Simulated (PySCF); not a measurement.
## Fluorine: a sound run and one with changed settings

Sound run: F [He] 2s2 2p5, F⁺ [He] 2s2 2p4. Computed with PySCF 2.14 in aug-cc-pVDZ (4s3p2d, 23 functions), with the non-relativistic Hamiltonian (point nucleus). In the sound run the correlated levels freeze 1s2. The sound run starts from symmetry-adapted Hartree-Fock orbitals and uses a fine grid where one is needed.

Changed run: initial guess sap, at most 8 SCF cycles. This setting is unsound on purpose.

```
species   method  sound run (hartree)  changed run (hartree)  converged
      F      UHF            -99.38109              -99.38109         no
      F     BP86            -99.73112              -99.73112        yes
      F      LDA            -99.07478              -99.07478        yes
     F⁺      UHF            -98.80167              -98.80167        yes
     F⁺     BP86            -99.07555              -99.07555        yes
     F⁺      LDA            -98.41342              -98.41342        yes
     F⁺      MP2            -98.90483              -98.90483        yes
     F⁺  CCSD(T)            -98.92111              -98.92111        yes
```

Ionisation energy of F:

```tsv
method	sound run (eV)	changed run (eV)
BP86	17.839	17.839
LDA	17.996	17.996
```

The SCF was stopped early; the energies are upper bounds that still move, and correlated levels were skipped or rest on poor orbitals.

For comparison, NIST gives 17.423 eV between the lowest levels.
